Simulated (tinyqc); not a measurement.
Worked calculation: Hueckel theory of the pi electrons with the omega technique, for the molecule N=CN (SMILES; centres numbered as the heavy atoms are written). One step of it, computed by the program tinyqc.

Problem. Omega technique, round 1. h_r = h_r(0) + omega q_r, omega = 0.6, with q_r = z_r - P_rr.

Hueckel matrix in units of beta (H = alpha + beta A), lower triangle:
```
          1N        2C        3N
1N  0.530000
2C  0.910000  0.000000
3N  0.000000  0.900000  1.510000
```

charge and bond-order matrix P, lower triangle:
```
           1N        2C        3N
1N   1.480500
2C   0.821984  0.699407
3N  -0.305715  0.483720  1.820093
```

Centres:
```
centre  z_r, pi electrons of the neutral centre         h
1N                                            1  0.530000
2C                                            1  0.000000
3N                                            2  1.510000
```

Give: matrix after round 1.

Solution.

matrix after round 1, lower triangle:
```
       1N     2C     3N
1N  0.242
2C  0.910  0.180
3N  0.000  0.900  1.618
```
